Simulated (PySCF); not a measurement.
Species: C₃H₅FO₂.
Atom-mapped SMILES: `[F:1][C@@H:2]1[CH2:3][O:4][CH2:5][O:6]1` (hydrogens: H7 on C2; H8, H9 on C3; H10, H11 on C5)

Method: PBE0-D3(BJ)/def2-SVP geometry optimisation, gas phase in PySCF; density fitting, grid level 1; the optimiser is geomeTRIC in internal coordinates, started from a GFN2-xTB structure with every atom displaced at random (about 0.01 Å).

Step 4: E = -9984.8614 eV
```
atom  x, y, z in Å  |  force x, y, z in eV/Å
F1     -0.4386    1.8940    0.2595    0.006  -0.012  -0.018
C2     -0.2707    0.8181   -0.5797    0.001   0.025   0.031
C3     -1.0161   -0.3940   -0.0074    0.007   0.000  -0.005
O4      0.0036   -1.2484    0.4502   -0.007  -0.009  -0.011
C5      1.1877   -0.5161    0.4316   -0.016   0.006   0.004
O6      1.0419    0.4216   -0.6077    0.013   0.007  -0.008
H7     -0.5758    1.1380   -1.5869    0.005  -0.004  -0.006
H8     -1.6121   -0.9146   -0.7724   -0.014  -0.008   0.003
H9     -1.6813   -0.0622    0.8083    0.005   0.001   0.007
H10     2.0365   -1.1759    0.2023    0.005  -0.003   0.000
H11     1.3579    0.0086    1.3944   -0.005  -0.003   0.002
```

Step 5: E = -9984.8616 eV
```
atom  x, y, z in Å  |  force x, y, z in eV/Å
F1     -0.4390    1.8952    0.2567   -0.001   0.005   0.004
C2     -0.2706    0.8186   -0.5797    0.017   0.001  -0.006
C3     -1.0159   -0.3939   -0.0071    0.022  -0.011  -0.011
O4      0.0044   -1.2510    0.4454   -0.019   0.000  -0.023
C5      1.1867   -0.5164    0.4311    0.020  -0.005   0.016
O6      1.0428    0.4225   -0.6070   -0.011   0.010  -0.002
H7     -0.5750    1.1367   -1.5879    0.005  -0.005  -0.002
H8     -1.6150   -0.9130   -0.7709   -0.013   0.001   0.013
H9     -1.6763   -0.0624    0.8122   -0.006   0.003   0.009
H10     2.0383   -1.1738    0.2038   -0.009   0.001   0.003
H11     1.3527    0.0067    1.3957   -0.004   0.000  -0.002
```

Step 6: E = -9984.8621 eV
```
atom  x, y, z in Å  |  force x, y, z in eV/Å
F1     -0.4420    1.8972    0.2508   -0.008   0.038   0.031
C2     -0.2701    0.8198   -0.5807    0.040  -0.048  -0.052
C3     -1.0147   -0.3937   -0.0068    0.028  -0.024  -0.004
O4      0.0067   -1.2567    0.4322   -0.031   0.003  -0.029
C5      1.1854   -0.5172    0.4306    0.041  -0.012   0.020
O6      1.0449    0.4252   -0.6047   -0.034   0.022   0.005
H7     -0.5726    1.1331   -1.5912    0.007  -0.003   0.006
H8     -1.6236   -0.9090   -0.7658   -0.007   0.011   0.020
H9     -1.6645   -0.0623    0.8211   -0.012   0.004   0.006
H10     2.0423   -1.1696    0.2075   -0.021   0.004   0.004
H11     1.3412    0.0021    1.3992   -0.003   0.004  -0.006
```

Step 7: E = -9984.8629 eV
```
atom  x, y, z in Å  |  force x, y, z in eV/Å
F1     -0.4505    1.9020    0.2384   -0.018   0.072   0.057
C2     -0.2686    0.8213   -0.5834    0.062  -0.102  -0.100
C3     -1.0115   -0.3936   -0.0060    0.026  -0.028   0.002
O4      0.0118   -1.2683    0.4040   -0.035   0.011  -0.027
C5      1.1831   -0.5190    0.4297    0.052  -0.020   0.020
O6      1.0494    0.4324   -0.5985   -0.055   0.028   0.018
H7     -0.5662    1.1256   -1.5984    0.004   0.002   0.011
H8     -1.6418   -0.9001   -0.7532    0.002   0.022   0.020
H9     -1.6397   -0.0616    0.8389   -0.011   0.004   0.003
H10     2.0494   -1.1616    0.2146   -0.028   0.005   0.002
H11     1.3179   -0.0080    1.4061    0.001   0.006  -0.007
```

Problem. Estimate the geometry and energy of step 8. (The exact step hangs on the optimiser's Hessian estimate; all steps are aligned on step 7, rigid shifts and turns removed.)

Solution. E = -9984.8636 eV, largest force 0.166 eV/Å
```
atom  x, y, z in Å  |  force x, y, z in eV/Å
F1     -0.4649    1.9085    0.2221   -0.020   0.078   0.056
C2     -0.2665    0.8225   -0.5879    0.062  -0.115  -0.103
C3     -1.0068   -0.3935   -0.0048    0.009  -0.019   0.000
O4      0.0180   -1.2812    0.3688   -0.023   0.015  -0.007
C5      1.1806   -0.5216    0.4291    0.038  -0.023   0.009
O6      1.0547    0.4431   -0.5885   -0.054   0.026   0.029
H7     -0.5573    1.1158   -1.6081    0.002   0.004   0.012
H8     -1.6638   -0.8885   -0.7357    0.007   0.023   0.011
H9     -1.6078   -0.0605    0.8602   -0.003   0.002   0.001
H10     2.0566   -1.1529    0.2221   -0.022   0.004  -0.002
H11     1.2904   -0.0226    1.4149    0.004   0.005  -0.006
```

The energy changes by -0.0007 eV. The first-order estimate −F·Δx gives -0.0009 eV and the mean of the old and new forces, exact on a quadratic surface, -0.0006 eV. The step makes an angle of 87° with the force vector and moves no atom by more than 0.038 Å.

The cost below is that of the whole optimisation. The run took 75 s wall on an Arm Neoverse N1 with one thread, no GPU, on a shared host, and the process peaked at 0.46 GiB of memory.
